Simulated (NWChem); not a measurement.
System: formaldehyde (CH2O); SMILES C=O

The following NWChem deck was run.

```
start job
memory heap 200 mb stack 900 mb global 1100 mb
geometry units angstroms noautoz
  C      0.000000     0.000000     0.518354
  O      0.000000     0.000000    -0.689787
  H      0.000000    -0.952900     1.130045
  H      0.000000     0.952900     1.130045
end
basis spherical
  C library 6-31+g*
  O library 6-31+g*
  H library 6-31+g*
end
dft
  xc r2scan
  iterations 150
  vectors input atomic output neutral.movecs
end
task dft energy
charge 1
dft
  odft
  mult 2
  vectors input atomic output cation.movecs
end
task dft energy
charge -1
dft
  odft
  mult 2
  vectors input atomic output anion.movecs
end
task dft energy
```

Excerpt of the output:

```
             Northwest Computational Chemistry Package (NWChem) 7.3.0
             --------------------------------------------------------

 C2V symmetry detected

                             Geometry "geometry" -> ""
                             -------------------------

 Output coordinates in angstroms (scale by  1.889725989 to convert to a.u.)

  No.       Tag          Charge          X              Y              Z
 ---- ---------------- ---------- -------------- -------------- --------------
    1 C                    6.0000     0.00000000     0.00000000     0.52760913
    2 O                    8.0000     0.00000000     0.00000000    -0.68053188
    3 H                    1.0000     0.00000000    -0.95290000     1.13930013
    4 H                    1.0000     0.00000000     0.95290000     1.13930013

 Effective nuclear repulsion energy (a.u.)      31.0317982401

      Symmetry information
      --------------------

 Group name             C2v
 Group number             16
 Group order               4
 No. of unique centers     3

                                 NWChem DFT Module
                                 -----------------

 Summary of "ao basis" -> "ao basis" (spherical)
 ------------------------------------------------------------------------------
       Tag                 Description            Shells   Functions and Types
 ---------------- ------------------------------  ------  ---------------------
 C                          6-31+g*                  8       18   4s3p1d
 O                          6-31+g*                  8       18   4s3p1d
 H                          6-31+g*                  2        2   2s

      Symmetry analysis of basis
      --------------------------

        a1         20
        a2          2
        b1          8
        b2         10

            General Information
            -------------------
          SCF calculation type: DFT
          Wavefunction type:  closed shell.
          No. of atoms     :     4
          No. of electrons :    16
           Alpha electrons :     8
            Beta electrons :     8
          Charge           :     0
          Spin multiplicity:     1
          Use of symmetry is: on ; symmetry adaption is: on
          Maximum number of iterations: 150
          AO basis - number of functions:    40
                     number of shells:    20
          Convergence on energy requested:  1.00D-06
          Convergence on density requested:  1.00D-05
          Convergence on gradient requested:  5.00D-04

              XC Information
              --------------
                      r^2SCAN Method XC Functional
               r^2SCAN metaGGA Exchange Functional  1.000
                     r^2SCAN Correlation Potential  1.000

             Grid Information
             ----------------
          Grid used for XC integration:  medium
          Radial quadrature: Mura-Knowles
          Angular quadrature: Lebedev.
          Tag              B.-S. Rad. Rad. Pts. Rad. Cut. Ang. Pts.
          ---              ---------- --------- --------- ---------
          C                   0.70       49           8.0       434
          O                   0.60       49           8.0       434
          H                   0.35       45           8.0       434
          Grid pruning is: on
          Number of quadrature shells:   143
          Spatial weights used:  Erf1

      Superposition of Atomic Density Guess
      -------------------------------------

 Sum of atomic energies:        -113.41669838

      Non-variational initial energy
      ------------------------------

 Total energy =    -114.056046
 1-e energy   =    -215.455878
 2-e energy   =      70.368034
 HOMO         =      -0.328666
 LUMO         =      -0.043080

      Symmetry analysis of molecular orbitals - initial
      -------------------------------------------------

  Numbering of irreducible representations:

     1 a1          2 a2          3 b1          4 b2

  Orbital symmetries:

     1 a1          2 a1          3 a1          4 a1          5 b2
     6 a1          7 b1          8 b2          9 b1         10 a1
    11 a1         12 b2         13 b1         14 a1         15 a1
    16 b2         17 b1         18 a1

   convergence    iter        energy       DeltaE   RMS-Dens  Diis-err
 ---------------- ----- ----------------- --------- --------- ---------
 d= 0,ls=0.0,diis     1   -114.3444712692 -1.45D+02  4.70D-02  7.21D-01
 d= 0,ls=0.0,diis     2   -113.8301851279  5.14D-01  3.37D-02  5.57D+00
 d= 0,ls=0.0,diis     3   -114.4352221797 -6.05D-01  2.44D-03  1.21D-02
 d= 0,ls=0.0,diis     4   -114.4360643302 -8.42D-04  1.26D-03  4.91D-03
 d= 0,ls=0.0,diis     5   -114.4366612404 -5.97D-04  1.68D-04  4.07D-05
  Resetting Diis
 d= 0,ls=0.0,diis     6   -114.4366672636 -6.02D-06  1.58D-05  8.76D-07
 d= 0,ls=0.0,diis     7   -114.4366673603 -9.68D-08  3.83D-06  5.72D-09

         Total DFT energy =     -114.436667360348
      One electron energy =     -216.818706065818
           Coulomb energy =       85.949650878354
    Exchange-Corr. energy =      -14.599410413009
 Nuclear repulsion energy =       31.031798240125

 Numeric. integr. density =       16.000000135737

                  Occupations of the irreducible representations
                  ----------------------------------------------

                     irrep           alpha         beta
                     --------     --------     --------
                     a1                5.0          5.0
                     a2                0.0          0.0
                     b1                1.0          1.0
                     b2                2.0          2.0

                       DFT Final Molecular Orbital Analysis
                       ------------------------------------

[...]
```

Level: r2SCAN/6-31+G* (spherical d), vertical spin-unrestricted ions. Coordinates come from a PBE-D3(BJ)/def2-SVP optimisation.
